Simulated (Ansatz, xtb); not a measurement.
# Ligand exchange: C3H9N + SiH2(CH3)(NH2) → C2H8N2 + SiH2(CH3)2

Species: C3H9N (ethylmethylamine) `CCNC`, singlet; SiH2(CH3)(NH2), singlet; C2H8N2 (ethylhydrazine) `CCNN`, singlet; SiH2(CH3)2 (dimethylsilane), singlet. The partners trade CH3 for NH2: N–CH3 and Si–NH2 bonds give way to N–NH2 and Si–CH3.

Shapes, held fixed at every level: PBE0-D4/def2-TZVP. Flexible molecules stand in one conformer, not always the lowest. Programs: Ansatz 0.2.0, xtb 6.7.1. Electronic energies: no zero-point or thermal term.

Q: Estimate ΔE of this reaction.

A: The highest level, CCSD(T)/CBS estimate, gives ΔE = +139.8 kJ/mol; the levels span +122.8 to +150.2. The column of differences is taken from that level and isn't an error. No measured value is set beside it here. The CBS estimate extrapolates MP2 from def2-TZVPP and def2-QZVPP and adds CCSD(T) − MP2 in the triple-zeta set, cores frozen.

| level | kind | ΔE (kJ/mol) | less CCSD(T)/CBS estimate |
| --- | --- | --- | --- |
| GFN2-xTB | semi-empirical | +147.3 | +7.5 |
| HF/def2-TZVPP | Hartree–Fock | +150.2 | +10.4 |
| PBE-D4/def2-TZVPP | GGA | +122.8 | -17.0 |
| B3LYP-D4/def2-TZVPP | global hybrid | +134.3 | -5.5 |
| PBE0-D4/def2-TZVPP | global hybrid | +128.7 | -11.1 |
| B2PLYP/def2-TZVPP | double hybrid | +139.6 | -0.2 |
| CCSD/def2-TZVPP | coupled cluster or CI | +140.0 | +0.2 |
| CCSD(T)/CBS estimate | coupled cluster or CI | +139.8 | 0.0 |
